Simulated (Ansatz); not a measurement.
Predict the output of the script below (the Ansatz DFT code, driven from Python).

`scan.py`
```python
"""Stretching a bond of Al2H4, the rest held rigid."""

import ansatz as az
from ase import Atoms
import numpy as np

SETTINGS = {
    "basis_set": "def2-SVP",
    "xc": "pbe0",
    "vdw": "d3bj",
}

atoms = Atoms(["Al", "Al", "H", "H", "H", "H"], positions=[
    (-0.6159, -1.1018, -0.1009),
    (0.6454, 1.0417, 0.1049),
    (-2.1131, -1.1907, 0.5996),
    (-0.017, -2.2593, -0.9826),
    (2.0671, 1.1727, -0.638),
    (0.0756, 2.2735, 0.9707),
])
system = az.Crystal.molecule_from_ase(atoms)

symbols = [site.symbol for site in system.cartesian_sites]
start = np.array([site.position_ang for site in system.cartesian_sites])
axis = (start[4] - start[1]) / np.linalg.norm(start[4] - start[1])
moving = [4]
lengths, energies = [1.416, 1.481, 1.545, 1.609, 1.674, 1.738, 1.803, 1.899], []
for length in lengths:
    xyz = start.copy()
    xyz[moving] += (length - np.linalg.norm(start[4] - start[1])) * axis
    point = az.Crystal.molecule()
    for symbol, place in zip(symbols, xyz):
        point = point.atom(symbol, place.tolist())
    job = (
        point.calculation()
        .basis(gaussian=SETTINGS["basis_set"])
        .functional(SETTINGS["xc"], dispersion=SETTINGS["vdw"])
    )
    report = job.run().report
    energies.append(report["free_energy_ev"])
    print(f"r = {length:6.3f} A  E = {energies[-1]:.5f} eV  <S^2> = {abs(report['mean_field']['state']['spin_squared']):.3f}")

# quartic fit about the minimum
fit = np.polynomial.Polynomial.fit(lengths, np.array(energies) - min(energies), 4).convert()
roots = [r.real for r in fit.deriv().roots() if abs(r.imag) < 1e-9 and fit.deriv(2)(r.real) > 0]
r_e = min(roots, key=lambda r: abs(r - lengths[int(np.argmin(energies))]))
print(f"minimum of the fit at {r_e:.4f} A, force constant {fit.deriv(2)(r_e):.2f} eV/A^2")
```

```console
$ python scan.py
r =  1.416 A  E = -13246.52158 eV  <S^2> = 0.000
r =  1.481 A  E = -13246.69515 eV  <S^2> = 0.000
r =  1.545 A  E = -13246.78168 eV  <S^2> = 0.000
r =  1.609 A  E = -13246.80273 eV  <S^2> = 0.000
r =  1.674 A  E = -13246.77213 eV  <S^2> = 0.000
r =  1.738 A  E = -13246.70274 eV  <S^2> = 0.000
r =  1.803 A  E = -13246.60237 eV  <S^2> = 0.000
r =  1.899 A  E = -13246.41657 eV  <S^2> = 0.000
minimum of the fit at 1.6007 A, force constant 12.88 eV/A^2
```

Caveats:
- Total energies depend on the basis set; only differences at equal settings carry meaning.
- The rest of the molecule is held rigid at a force-field or estimated start geometry, and the basis set is modest; single-reference methods fail as a bond breaks.
- The orbitals are restricted, so S² is zero by construction.
- It ran for 6.5 s on 1 thread of Arm Neoverse V2, with other jobs on the host, peak memory 0.17 GiB.

(Lines on the test bed's own set-up are left out of the output.)
